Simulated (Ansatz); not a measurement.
# PS+ (triplet): the correlation ladder, def2-QZVPP

One table from this session's results is given with a row withheld; the runs are named, their logs left out.

Method: def2-QZVPP, core rule «outside noble gas», up to 10 orbitals frozen; program: Ansatz 0.2.0, Gaussian basis.

To be run: UHF; ROHF; CCSD(T) on UHF.

## What is computed

The geometry is a PBE0/def2-TZVP stationary point (not a proven minimum) of the parent state, kept for this charge and spin.

2 atoms, charge 1, spin multiplicity 3.

Atoms are counted from 1 here; the program's logs count them from 0.

Bond lengths: P1–S2 2.137 Å.

Geometry (Å):

```xyz
2

P     0.0000    0.0000    0.0000
S     0.0000    0.0000    2.1370
```

The first run:

in.yaml

```yaml
crystal:
  periodic: [false, false, false]
  atoms:
    - {symbol: P, position_ang: [0.000000, 0.000000, 0.000000]}
    - {symbol: S, position_ang: [0.000000, 0.000000, 2.137000]}
basis:
  gaussian: {orbitals: "def2-QZVPP.json"}
total_charge: 1
magnetization: {spin_polarized: true, initial_magnetization: 2}
hamiltonian: {xc: hf}
output: {orbitals: {seedname: orbitals}}
```

Launch:

```sh
ansatz run in.yaml --threads 1 --pin off --events-out ev --progress --plain --max-ram 2393MiB
```

Steps of the session up to this table: UHF; ROHF; CCSD(T) on UHF.

One table of the session follows, with a row left open; its other results are not shown here.

| method | from UCCSD(T) (kJ/mol) |
| --- | --- |
| ROHF | ? |
| UHF | +795.4 |
| UMP2 | +177.6 |
| UCCSD | +50.8 |
| UCCSD(T) | 0 |

**Question.** Estimate the row for ROHF.

**Answer.** from UCCSD(T) (kJ/mol): +835.4. In the column «from UCCSD(T) (kJ/mol)» it is the highest.

The program flags UCCSD(T) as in doubt (see the logs), so the zero of the table is itself unsure.

Limits of these values: The determinant is far from a pure spin state, so its energy mixes those of several spin states (harmless only where they are near-degenerate, as at dissociation). The program flags UCCSD(T) as in doubt, so the zero of the table is itself unsure.
